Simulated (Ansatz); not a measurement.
Ideal-gas functions of `C#CCS` at 600 K and 1 bar, from an Ansatz frequency run at PBE0-D4/def2-TZVP.

Molar mass 72.13 g/mol, point group Cs (symmetry number 1), electronic degeneracy 1, moments of inertia 22.753, 160.593, 180.17 u Å². Harmonic wavenumbers (cm⁻¹, unscaled): 166, 187, 340, 454, 674, 694, 730, 891, 901, 1023, 1176, 1263, 1464, 2246, 2706, 3070, 3118, 3484.

Use S(trans) = R[1.5 ln M + 2.5 ln T − 1.1517]; rotational temperatures θ = 24.2544 K / I; S(rot) = R[ln(√π/σ · √(T³/θAθBθC)) + 1.5]; for each mode x = 1.438777 ν̃/T, S = R[x/(eˣ − 1) − ln(1 − e⁻ˣ)] and H = RT x/(eˣ − 1); 1 cm⁻¹ = 0.0119627 kJ/mol; R = 8.31446 J/(mol·K).

Task: By hand: the entropy, in J/(mol·K).

Result: Translation 176.8. Rotation: θ = 1.066, 0.151, 0.1346 K, giving 112.9. Vibration, mode by mode: 16.03, 15.05, 10.24, 8.01, 5.17, 4.98, 4.65, 3.42, 3.36, 2.67, 2.00, 1.69, 1.15, 0.24, 0.09, 0.04, 0.04, 0.02, in all 78.9. Electronic 0.0. Sum 368.6 J/(mol·K).

Task: By hand: H − E and G − E in kJ/mol, counted from the electronic energy.

Result: Zero-point energy ½ × 24587 × 0.0119627 = 147.1; thermal vibration 26.2; translation, rotation and pV give 4 RT = 20.0. H − E = 193.3 kJ/mol, and G − E = 193.3 − 600 × 368.6/1000 = -27.9 kJ/mol.

Vibration gives 21 % of the entropy. The sum counts one conformer and one mirror image; others add a mixing term.
